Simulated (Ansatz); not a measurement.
Geometry optimisation, RKS PBE-D4/def2-SVP in Ansatz 0.2.0.

Input file:

```yaml
crystal:
  periodic: [false, false, false]
  atoms:
    - { symbol: Si, position_ang: [-0.116338, -0.030861, -0.955144] }
    - { symbol: C, position_ang: [1.395058, -0.005426, 1.719779] }
    - { symbol: H, position_ang: [0.340567, -0.333384, 1.615659] }
    - { symbol: H, position_ang: [1.904709, -0.718488, 2.395651] }
    - { symbol: H, position_ang: [1.413878, 1.015866, 2.141426] }
    - { symbol: H, position_ang: [1.927288, -0.006599, 0.746005] }
    - { symbol: Cl, position_ang: [-1.291273, 1.66423, -0.475116] }
    - { symbol: H, position_ang: [-0.98679, -1.038638, -0.14926] }
basis:
  gaussian: { orbitals: def2-SVP }
hamiltonian:
  xc: pbe
  dispersion: d4
relax:
  f_tol: 0.03
  max_steps: 50
output:
  orbitals: {}
```

Run as:

```bash
$ ansatz run input.yaml --threads 1 --pin off --max-ram 2048MiB --backend cpu --events-out ev --progress --plain --runs-dir out
```

Problem. Where does it end, and by what steps?

Solution. It converged. After 6 steps the energy has fallen by 0.029 eV; H6 moved furthest, 0.46 Å.

| step | energy less start (eV) | largest force component (eV/Å) | accepted |
| --- | --- | --- | --- |
| 0 | 0.0000 | 0.058 | yes |
| 1 | -0.0057 | 0.205 | yes |
| 2 | -0.0102 | 0.383 | yes |
| 3 | -0.0205 | 0.304 | yes |
| 4 | -0.0272 | 0.106 | yes |
| 5 | -0.0289 | 0.047 | yes |
| 6 | -0.0292 | 0.018 | yes |

```xyz
8
Properties=species:S:1:pos:R:3
Si 0.000 0.020 -1.039
C 1.314 0.003 1.767
H 0.264 -0.220 2.025
H 1.993 -0.693 2.293
H 1.551 1.053 2.017
H 1.491 -0.131 0.668
Cl -1.198 1.618 -0.335
H -0.828 -1.101 -0.356
```

The run took 18 s on 1 thread of Intel(R) Xeon(R) Platinum 8175M CPU @ 2.50GHz (Skylake/Cascade Lake) (shared host), peak memory 0.15 GiB.
